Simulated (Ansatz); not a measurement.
This geometry of BH4N + ClH (8 atoms, charge 0, multiplicity 1) is a first-order saddle point.

These are results of RKS PBE0-D4/6-31G* (Ansatz), not measurements.

```xyz
8
Properties=species:S:1:pos:R:3
B -0.434 -0.695 0.259
N -0.293 0.765 -0.007
H -0.924 -1.362 -0.596
H -0.218 -1.072 1.366
H 0.925 0.441 -0.398
Cl 2.002 -0.644 -0.626
H -0.247 1.399 0.784
H -0.810 1.168 -0.782
```

(1) Which two structures does it join? (They come from a converged band through this point; their orientation in space is the band's.)

(2) How far does it lie above each of them?

## Answers

(1) Bonds broken: H5–Cl6. Bonds formed: B1–Cl6, N2–H5. BH4N + ClH becomes BClH5N.

First end point:

```xyz
8
Properties=species:S:1:pos:R:3
B -0.834 -0.697 0.400
N -0.453 0.611 0.070
H -1.334 -1.379 -0.446
H -0.611 -1.096 1.507
H 1.417 0.164 -0.534
Cl 2.650 0.077 -0.952
H -0.128 1.274 0.762
H -0.707 1.046 -0.807
```

Last end point:

```xyz
8
Properties=species:S:1:pos:R:3
B 0.001 -0.798 0.185
N -0.186 0.784 -0.170
H -0.568 -1.405 -0.687
H -0.438 -0.944 1.299
H 0.213 0.990 -1.086
Cl 1.844 -1.039 0.121
H 0.304 1.361 0.513
H -1.170 1.051 -0.176
```

(2) 0.61 eV above the first and 1.54 eV above the second. This is the barrier of this one path; another mechanism may lie lower. The orbitals stay closed-shell, which can raise the energy where a bond breaks towards radicals; this wasn't checked here.

The run took 2.4 min on 1 thread of Arm Neoverse V1, on a shared host, peak memory 0.12 GiB.
